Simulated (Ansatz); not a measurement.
Coupled-cluster diagnostics for Li₂O⁻ (the lowest doublet isomer of a short search), Ansatz.

Geometry of the doublet (PBE-D4/def2-TZVPD):

```xyz
3

Li   -0.780    1.129   -0.613
Li    0.691   -1.324    0.171
O     0.089    0.195    0.442
```

Correlated methods freeze 1 core orbital; core or outer-core shells of Li are correlated, in sets that lack core-valence functions. The structure comes from a short search, and lower isomers may exist.

Geometry of the charge -1 quartet (PBE-D4/def2-TZVPD):

Cartesian coordinates in Å:
```
Li -1.237 1.248 -0.474
Li 1.238 -1.246 0.474
O -0.001 -0.001 0.000
```

Problem. Estimate the CCSD(T) correlation energy, the shares of MP2 and (T), T1 and the reference's ⟨S²⟩ for: charge -1, doublet, own geometry in def2-TZVPPD; charge -1, quartet, own geometry in def2-TZVPPD; charge 0, singlet, vertical in def2-TZVPPD; and the rough time on 4 threads of Intel Xeon on a shared host.

Solution. 
```json
{"state": "charge -1, doublet, own geometry", "basis": "def2-TZVPPD", "correlation (eV)": "-10.201", "MP2 share (%)": "96.2", "(T) share (%)": "4.3", "T1": "0.034", "⟨S²⟩ (pure)": "0.76 (0.75)", "wall time": "11 s", "remarks": "HOMO above zero, flagged by the program"}
{"state": "charge -1, quartet, own geometry", "basis": "def2-TZVPPD", "correlation (eV)": "-8.063", "MP2 share (%)": "90.6", "(T) share (%)": "2.3", "T1": "0.014", "⟨S²⟩ (pure)": "3.76 (3.75)", "wall time": "6 s", "remarks": "–"}
{"state": "charge 0, singlet, vertical", "basis": "def2-TZVPPD", "correlation (eV)": "-10.015", "MP2 share (%)": "97.0", "(T) share (%)": "3.8", "T1": "0.025", "⟨S²⟩ (pure)": "0.00 (0.00)", "wall time": "2 s", "remarks": "large T1"}
```
Customary marks for T1 are 0.02 (closed shells), 0.045 (open shells) and about 0.05 (3d metals). T1 exceeds 0.02 in 2 of 3 rows and 0.045 in 0; the higher it lies, the less the single-reference result can be trusted.
